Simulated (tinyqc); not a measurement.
UKS/BP86 in the sto-6g basis, for OH+, spin multiplicity 3, step by step. One step of it, computed by the program tinyqc.

Question. Iteration 2: building the Kohn-Sham matrix. J_ij = sum D_kl (ij|kl) with D = D(alpha) + D(beta); F = H + J + V_xc; E = tr D H + tr D J / 2 + E_xc + E_nn.

D(alpha) after iteration 1:
```
,1O 1s,1O 2s,1O 2px,1O 2py,1O 2pz,2H 1s
1O 1s,1.057412,-0.251531,0.000000,0.000000,0.018667,0.020638
1O 2s,-0.251531,1.111701,0.000000,0.000000,-0.122986,-0.156462
1O 2px,0.000000,0.000000,1.000000,0.000000,0.000000,0.000000
1O 2py,0.000000,0.000000,0.000000,1.000000,0.000000,0.000000
1O 2pz,0.018667,-0.122986,0.000000,0.000000,0.370515,0.403379
2H 1s,0.020638,-0.156462,0.000000,0.000000,0.403379,0.439656
```

D(beta) after iteration 1:
```
,1O 1s,1O 2s,1O 2px,1O 2py,1O 2pz,2H 1s
1O 1s,1.057351,-0.251366,0.000000,0.000000,0.020615,0.021521
1O 2s,-0.251366,1.112280,0.000000,0.000000,-0.130917,-0.167664
1O 2px,0.000000,0.000000,0.000000,0.000000,0.000000,0.000000
1O 2py,0.000000,0.000000,0.000000,0.000000,0.000000,0.000000
1O 2pz,0.020615,-0.130917,0.000000,0.000000,0.315945,0.398806
2H 1s,0.021521,-0.167664,0.000000,0.000000,0.398806,0.503430
```

core Hamiltonian H = T + V (hartree):
```
,1O 1s,1O 2s,1O 2px,1O 2py,1O 2pz,2H 1s
1O 1s,-32.363099,-7.147156,0.000000,0.000000,-0.010028,-0.930537
1O 2s,-7.147156,-8.588631,0.000000,0.000000,-0.117814,-2.195886
1O 2px,0.000000,0.000000,-6.876798,0.000000,0.000000,0.000000
1O 2py,0.000000,0.000000,0.000000,-6.876798,0.000000,0.000000
1O 2pz,-0.010028,-0.117814,0.000000,0.000000,-6.945033,-1.690337
2H 1s,-0.930537,-2.195886,0.000000,0.000000,-1.690337,-3.883919
```

Two-electron integrals (ij|kl) in chemists' order, unique and non-zero (hartree):
```
i,j,k,l,(ij|kl)
1,1,1,1,4.787491
2,1,1,1,0.675884
2,1,2,1,0.121505
2,2,1,1,1.117379
2,2,2,1,0.249212
2,2,2,2,0.817383
3,1,3,1,0.025762
3,2,3,1,0.039145
3,2,3,2,0.180664
3,3,1,1,1.117381
3,3,2,1,0.249212
3,3,2,2,0.817382
3,3,3,3,0.880663
4,1,4,1,0.025762
4,2,4,1,0.039145
4,2,4,2,0.180664
4,3,4,3,0.047461
4,4,1,1,1.117381
4,4,2,1,0.249212
4,4,2,2,0.817382
4,4,3,3,0.785741
4,4,4,4,0.880663
5,1,5,1,0.025762
5,2,5,1,0.039145
5,2,5,2,0.180664
5,3,5,3,0.047461
5,4,5,4,0.047461
5,5,1,1,1.117381
5,5,2,1,0.249212
5,5,2,2,0.817382
5,5,3,3,0.785741
5,5,4,4,0.785741
5,5,5,5,0.880663
6,1,1,1,0.092881
6,1,2,1,0.016020
6,1,2,2,0.032192
6,1,3,3,0.032125
6,1,4,4,0.032125
6,1,5,1,0.000786
6,1,5,2,0.001546
6,1,5,5,0.032328
6,1,6,1,0.002153
6,2,1,1,0.249310
6,2,2,1,0.056498
6,2,2,2,0.208197
6,2,3,3,0.204607
6,2,4,4,0.204607
6,2,5,1,0.004546
6,2,5,2,0.034991
6,2,5,5,0.215378
6,2,6,1,0.007507
6,2,6,2,0.069096
6,3,3,1,0.005958
6,3,3,2,0.034569
6,3,5,3,0.007051
6,3,6,3,0.009209
6,4,4,1,0.005958
6,4,4,2,0.034569
6,4,5,4,0.007051
6,4,6,4,0.009209
6,5,1,1,0.191407
6,5,2,1,0.043951
6,5,2,2,0.172601
6,5,3,3,0.165119
6,5,4,4,0.165119
6,5,5,1,0.008958
6,5,5,2,0.061201
6,5,5,5,0.187566
6,5,6,1,0.006076
6,5,6,2,0.069586
6,5,6,5,0.078354
6,6,1,1,0.426396
6,6,2,1,0.098402
6,6,2,2,0.416726
6,6,3,3,0.401415
6,6,4,4,0.401415
6,6,5,1,0.009175
6,6,5,2,0.099243
6,6,5,5,0.447347
6,6,6,1,0.013163
6,6,6,2,0.184740
6,6,6,5,0.211612
6,6,6,6,0.774999
```

nuclear repulsion = 3.45585117 hartree

V_xc(alpha) (hartree):
```
,1O 1s,1O 2s,1O 2px,1O 2py,1O 2pz,2H 1s
1O 1s,-3.122379,-0.374812,0.000000,0.000000,0.001666,-0.053520
1O 2s,-0.374812,-0.793235,0.000000,0.000000,-0.000074,-0.195117
1O 2px,0.000000,0.000000,-0.806917,0.000000,0.000000,0.000000
1O 2py,0.000000,0.000000,0.000000,-0.806917,0.000000,0.000000
1O 2pz,0.001666,-0.000074,0.000000,0.000000,-0.765735,-0.164568
2H 1s,-0.053520,-0.195117,0.000000,0.000000,-0.164568,-0.470804
```

V_xc(beta) (hartree):
```
,1O 1s,1O 2s,1O 2px,1O 2py,1O 2pz,2H 1s
1O 1s,-3.092045,-0.348924,0.000000,0.000000,0.002290,-0.050564
1O 2s,-0.348924,-0.649808,0.000000,0.000000,0.004272,-0.172189
1O 2px,0.000000,0.000000,-0.624372,0.000000,0.000000,0.000000
1O 2py,0.000000,0.000000,0.000000,-0.624372,0.000000,0.000000
1O 2pz,0.002290,0.004272,0.000000,0.000000,-0.700668,-0.157645
2H 1s,-0.050564,-0.172189,0.000000,0.000000,-0.157645,-0.474865
```

E_xc = sum of w rho eps_xc = -8.21812071 hartree

Give: Coulomb J; F(alpha); F(beta); total energy of this density.

Answer.

Coulomb J (hartree):
```
,1O 1s,1O 2s,1O 2px,1O 2py,1O 2pz,2H 1s
1O 1s,15.4869,2.6589,0.0000,0.0000,0.0023,0.3551
1O 2s,2.6589,6.6637,0.0000,0.0000,0.0806,1.7148
1O 2px,0.0000,0.0000,6.6495,0.0000,0.0000,0.0000
1O 2py,0.0000,0.0000,0.0000,6.6495,0.0000,0.0000
1O 2pz,0.0023,0.0806,0.0000,0.0000,6.6921,1.4537
2H 1s,0.3551,1.7148,0.0000,0.0000,1.4537,3.7415
```

F(alpha) (hartree):
```
,1O 1s,1O 2s,1O 2px,1O 2py,1O 2pz,2H 1s
1O 1s,-19.9986,-4.8631,0.0000,0.0000,-0.0061,-0.6290
1O 2s,-4.8631,-2.7181,0.0000,0.0000,-0.0373,-0.6762
1O 2px,0.0000,0.0000,-1.0342,0.0000,0.0000,0.0000
1O 2py,0.0000,0.0000,0.0000,-1.0342,0.0000,0.0000
1O 2pz,-0.0061,-0.0373,0.0000,0.0000,-1.0186,-0.4012
2H 1s,-0.6290,-0.6762,0.0000,0.0000,-0.4012,-0.6132
```

F(beta) (hartree):
```
,1O 1s,1O 2s,1O 2px,1O 2py,1O 2pz,2H 1s
1O 1s,-19.9683,-4.8372,0.0000,0.0000,-0.0054,-0.6260
1O 2s,-4.8372,-2.5747,0.0000,0.0000,-0.0330,-0.6533
1O 2px,0.0000,0.0000,-0.8517,0.0000,0.0000,0.0000
1O 2py,0.0000,0.0000,0.0000,-0.8517,0.0000,0.0000
1O 2pz,-0.0054,-0.0330,0.0000,0.0000,-0.9536,-0.3942
2H 1s,-0.6260,-0.6533,0.0000,0.0000,-0.3942,-0.6173
```

total energy of this density = -74.842690 hartree
